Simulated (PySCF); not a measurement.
Method: B3LYP-D3(BJ)/def2-TZVP (PySCF 2.14.0). All species are isolated molecules in the gas phase. B3LYP has the VWN-RPA correlation part, as in Gaussian. 

Reference species (SMILES): `[F]` (neutral, multiplicity 2).

| Quantity | Result |
|---|---|
| dipole moment | 0.00 D |

Changed species: `[F][InH]` (radical fragment; the reference has radical fragment).

Question: Predict the effect on the dipole moment.

Answer: the dipole moment rises by 3.09 D, to 3.09 D.
